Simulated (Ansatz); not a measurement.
# AlH₅SSi: basis-set convergence

How large a basis does AlH₅SSi need? Two functionals are run in growing sets.

Method: one geometry, several basis sets; program: Ansatz 0.2.0, Gaussian basis.

The runs, in order: PBE0-D4/def2-SVP; ωB97M-V/def2-SVP; PBE0-D4/def2-QZVPP; ωB97M-V/def2-QZVPP; the functionals' def2-TZVPP values are taken from earlier runs.

### Step 1. Structure used throughout

All runs share one geometry, relaxed beforehand with PBE0-D4 in a triple-zeta def2 set.

8 atoms, charge 0, spin multiplicity 1.

Atoms are counted from 1 here; the program's logs count them from 0.

Bond lengths: Al1–S2 2.180 Å, Al1–H4 1.582 Å, Al1–H5 1.578 Å, S2–Si3 2.141 Å, Si3–H6 1.483 Å, Si3–H7 1.485 Å, Si3–H8 1.484 Å. Angles: S2–Al1–H4 118.3°, S2–Al1–H5 117.2°, H4–Al1–H5 124.5°, Al1–S2–Si3 98.5°, S2–Si3–H6 106.6°, S2–Si3–H7 111.2°, S2–Si3–H8 111.2°, H6–Si3–H7 109.4°, H6–Si3–H8 109.4°, H7–Si3–H8 108.9°.

### Step 2. PBE0-D4 in def2-SVP

Input file in.yaml:

```yaml
crystal:
  periodic: [false, false, false]
  atoms:
    - {symbol: Al, position_ang: [-0.555523, 1.279904, -1.211223]}
    - {symbol: S, position_ang: [0.804843, -0.422885, -1.185303]}
    - {symbol: Si, position_ang: [0.508066, -1.035553, 0.844835]}
    - {symbol: H, position_ang: [-1.349116, 1.626687, 0.112848]}
    - {symbol: H, position_ang: [-0.678892, 2.083866, -2.563598]}
    - {symbol: H, position_ang: [1.374974, -2.219474, 1.061493]}
    - {symbol: H, position_ang: [-0.907390, -1.408684, 1.092095]}
    - {symbol: H, position_ang: [0.895136, 0.039140, 1.792952]}
basis:
  gaussian: {orbitals: def2-SVP}
hamiltonian: {xc: pbe0, dispersion: d4}
output: {orbitals: {seedname: orbitals}}
```

The run is started by

```sh
$ ansatz run in.yaml --threads 2 --pin off --events-out ev --progress --plain --max-ram 4352MiB
```

After this run come: ωB97M-V in def2-SVP; PBE0-D4 in def2-QZVPP; ωB97M-V in def2-QZVPP.

**Question.** What will the summary of the whole plan be? Wanted: PBE0-D4: double and triple zeta above quadruple; ωB97M-V: double and triple zeta above quadruple.

**Answer**, as computed:

| quantity | value |
| --- | --- |
| PBE0-D4: double and triple zeta above quadruple | 9.73, 0.80 eV |
| ωB97M-V: double and triple zeta above quadruple | 9.72, 0.76 eV |

**Reading.** For PBE0-D4 the step from double to triple zeta gains 8.93 eV and the next only 0.80 eV. Total energies overstate the basis error of differences, where much of it tends to cancel.
